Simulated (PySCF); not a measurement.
C5H8O.
Geometry (GFN2-xTB, Å), atoms numbered from 1 in this order:
```xyz
14
C5H8O angstrom
C      2.6274    0.7154    0.0682
C      1.5496    0.2293    0.6696
C      0.2492    0.1316   -0.0364
O      0.1161    0.4168   -1.2034
C     -0.8916   -0.3496    0.8362
C     -2.2018   -0.4601    0.0704
H      2.5660    1.0458   -0.9566
H      3.5822    0.8008    0.5591
H      1.5731   -0.1080    1.6962
H     -0.9908    0.3524    1.6693
H     -0.6103   -1.3176    1.2599
H     -2.1008   -1.1770   -0.7405
H     -2.4638    0.5019   -0.3628
H     -3.0051   -0.7822    0.7285
```

Structure optimised with GFN2-xTB, isolated species.

Masses are those of the commonest isotopes; rigid-rotor values at the optimised geometry. The values belong to one conformer with, in the numbering `[CH2:1]=[CH:2][C:3](=[O:4])[CH2:5][CH3:6]`, C1–C2–C3–O4 4°, C2–C3–C5–C6 -179°.

(1) Give the principal moments of inertia and the rotational constants in MHz.

(2) What kind of rotor is it?

(3) What does the inertial defect say?

(4) List the rotational levels J(Ka,Kc) to J = 3 (MHz).

## Answers

(1) Ia = 52.85, Ib = 235.86, Ic = 282.38 u·Å²; 505379 MHz·u·Å²/I gives A = 9562, B = 2143, C = 1790 MHz.

(2) A near-prolate asymmetric top: κ = (2 × 2143 − 9562 − 1790)/(9562 − 1790) = -0.91.

(3) Not planar: Δ = Ic − Ia − Ib = -6.34 u·Å². For a rigid frame Δ = −2 Σ m c², so Σ m c² = 3.17 u·Å² lies off the ab plane: 3.14 from hydrogen and 0.03 from heavier atoms. The atom farthest from that plane is 0.91 Å away.

(4) Above 0(0,0):
J = 1: 1(0,1) 3932, 1(1,1) 11352, 1(1,0) 11705
J = 2: 2(0,2) 11785, 2(1,2) 18863, 2(1,1) 19922, 2(2,1) 42180, 2(2,0) 42192
J = 3: 3(0,3) 23533, 3(1,3) 30124, 3(1,2) 32241, 3(2,2) 53977, 3(2,1) 54038, 3(3,1) 91963, 3(3,0) 91963
Those of J = 1 are B + C, A + C and A + B.

No frequency check. Zero-point vibration and centrifugal distortion are left out.

These are computed values.
